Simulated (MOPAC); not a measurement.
MOPAC input (MNDO):

```
MNDO 1SCF CHARGE=1 GEO-OK AUX(PRECISION=9) THREADS=1
C2H5O2

C    -1.07418128 1   -0.21162505 1   -0.02193321 1
O    -0.80426615 1   -1.25850516 1   -0.41995211 1
O     0.06884204 1    0.79292447 1    0.19070633 1
H    -1.99935379 1    0.30549760 1    0.23784596 1
C     1.50958716 1    0.37523867 1    0.11783599 1
H     2.04525726 1    1.24843873 1   -0.23885472 1
H     1.81242425 1    0.05625082 1    1.10994200 1
H     1.53355499 1   -0.43558812 1   -0.60121075 1
H    -0.12092511 1    1.56836467 1    0.75082691 1
```

From the last part of the output:

```
                                                       MOPAC v23.2.5 Linux

          FINAL HEAT OF FORMATION =        121.36231 KCAL/MOL =     507.77992 KJ/MOL

          COSMO AREA              =         97.68 SQUARE ANGSTROMS
          COSMO VOLUME            =         79.90 CUBIC ANGSTROMS

          IONIZATION POTENTIAL    =         18.638739 EV
          HOMO LUMO ENERGIES (EV) =        -18.639 -5.283
          NO. OF FILLED LEVELS    =         12
          MOLECULAR WEIGHT        =         61.0603         POINT GROUP:  C1

          MOLECULAR DIMENSIONS (Angstroms)

            Atom       Atom       Distance
            H     6    H     4     4.18034
            H     9    O     2     2.91049
            H     6    H     7     1.64508

          SCF CALCULATIONS        =          1

   ATOM   CHEMICAL          X               Y               Z
  NUMBER   SYMBOL      (ANGSTROMS)     (ANGSTROMS)     (ANGSTROMS)

     1       C         -1.07418128  *  -0.21162505  *  -0.02193321  *
     2       O         -0.80426615  *  -1.25850516  *  -0.41995211  *
     3       O          0.06884204  *   0.79292447  *   0.19070633  *
     4       H         -1.99935379  *   0.30549760  *   0.23784596  *
     5       C          1.50958716  *   0.37523867  *   0.11783599  *
     6       H          2.04525726  *   1.24843873  *  -0.23885472  *
     7       H          1.81242425  *   0.05625082  *   1.10994200  *
     8       H          1.53355499  *  -0.43558812  *  -0.60121075  *
     9       H         -0.12092511  *   1.56836467  *   0.75082691  *

                             CARTESIAN COORDINATES

   1    C       -1.074181280    -0.211625050    -0.021933210
   2    O       -0.804266150    -1.258505160    -0.419952110
   3    O        0.068842040     0.792924470     0.190706330
   4    H       -1.999353790     0.305497600     0.237845960
   5    C        1.509587160     0.375238670     0.117835990
   6    H        2.045257260     1.248438730    -0.238854720
   7    H        1.812424250     0.056250820     1.109942000
   8    H        1.533554990    -0.435588120    -0.601210750
   9    H       -0.120925110     1.568364670     0.750826910

           Empirical Formula: C2 H5 O2  =     9 atoms

      MOLECULAR POINT GROUP   :   C1

                  EIGENVALUES
 -52.33882 -48.51838 -35.48774 -30.30818 -26.69091 -24.30282 -23.02023 -22.65884
 -21.07561 -19.93823 -19.24627 -18.63874  -5.28284  -5.17302  -2.70244  -2.29826
  -1.76263  -1.45721  -1.01635  -0.36744   0.93395

              NET ATOMIC CHARGES AND DIPOLE CONTRIBUTIONS

  ATOM NO.   TYPE          CHARGE      No. of ELECS.   s-Pop       p-Pop
    1          C           0.431526        3.5685     1.26687     2.30160
    2          O          -0.094222        6.0942     1.86611     4.22811
    3          O          -0.272762        6.2728     1.74183     4.53093
    4          H           0.194472        0.8055     0.80553
    5          C           0.233723        3.7663     1.24998     2.51629
    6          H           0.068714        0.9313     0.93129
    7          H           0.056437        0.9436     0.94356
    8          H           0.070473        0.9295     0.92953
    9          H           0.311638        0.6884     0.68836
 DIPOLE           X         Y         Z       TOTAL
 POINT-CHG.    -0.366     2.640     1.490     3.053
 HYBRID        -0.069     0.769     0.506     0.924
 SUM           -0.435     3.409     1.996     3.975

          ATOMIC ORBITAL ELECTRON POPULATIONS

     Atom    s        px        py        pz
    1  C   1.26687   0.77328   0.78630   0.74201
    2  O   1.86611   1.69994   1.23491   1.29326
    3  O   1.74183   1.33452   1.42987   1.76654
    4  H   0.80553
    5  C   1.24998   0.58977   0.95571   0.97082
    6  H   0.93129
    7  H   0.94356
    8  H   0.92953
    9  H   0.68836

 **********************
 *                    *
 * JOB ENDED NORMALLY *
 *                    *
 **********************

 == MOPAC DONE ==
```

The dipole moment of an ion depends on the origin.
